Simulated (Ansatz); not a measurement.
Geometry optimisation, RKS PBE/def2-SVP (Ansatz).

Input:

```yaml
crystal:
  periodic: [false, false, false]
  atoms:
    - { symbol: C, position_ang: [-0.86148, 0.83283, -0.91797] }
    - { symbol: S, position_ang: [0.11305, -0.44935, -0.99739] }
    - { symbol: C, position_ang: [0.69707, -0.68183, 0.68663] }
    - { symbol: H, position_ang: [-1.35131, 1.17112, -1.82077] }
    - { symbol: H, position_ang: [-1.06495, 1.38458, -0.01124] }
    - { symbol: H, position_ang: [-0.25396, 0.42912, -0.108] }
    - { symbol: H, position_ang: [1.75514, -0.93419, 0.64495] }
    - { symbol: H, position_ang: [0.1674, -1.52904, 1.12305] }
total_charge: 1
basis:
  gaussian: { orbitals: def2-SVP }
hamiltonian:
  xc: pbe
relax:
  f_tol: 0.02
  max_steps: 50
output:
  orbitals: {}
```

Run as:

```bash
$ ansatz run input.yaml --threads 1 --pin off --max-ram 2048MiB --backend cpu --events-out ev --progress --plain --runs-dir out
```

Problem. Where does it end, and by what steps?

Solution. It converged. After 18 steps the energy has fallen by 7.321 eV; H6 moved furthest, 1.45 Å. Parted: C1–H6 (1.09 → 2.76 Å), S2–H6 (1.30 → 2.45 Å). Joined: C3–H6 (1.66 → 1.11 Å).

```tsv
step	energy less start (eV)	largest force component (eV/Å)	accepted
0	0.0000	7.903	yes
1	-1.4270	4.903	yes
2	-2.4569	3.114	yes
3	-3.4743	3.562	yes
4	-4.7660	3.111	yes
5	-6.0758	2.375	yes
6	-6.8197	1.263	yes
7	-7.1298	0.906	yes
8	-7.2270	1.261	yes
9	-7.2924	0.329	yes
10	-7.2415	0.485	no
11	-7.3100	0.217	yes
12	-7.3021	0.453	no
13	-7.3144	0.208	yes
14	-7.3156	0.157	yes
15	-7.3194	0.073	yes
16	-7.3202	0.065	yes
17	-7.3212	0.021	yes
18	-7.3213	0.004	yes
```

```xyz
8
Properties=species:S:1:pos:R:3
C -0.980 0.848 -1.144
S -0.119 -0.529 -1.083
C 0.602 -0.642 0.573
H -1.493 1.072 -2.099
H -1.074 1.554 -0.297
H 0.351 0.239 1.193
H 1.699 -0.740 0.432
H 0.214 -1.579 1.024
```

Whether the end is a true minimum wasn't checked by a vibrational analysis.

Run time: 64 s on 1 thread of Intel(R) Xeon(R) Processor @ 2.50GHz (Skylake/Cascade Lake), with other jobs on the host, peak memory 0.13 GiB.
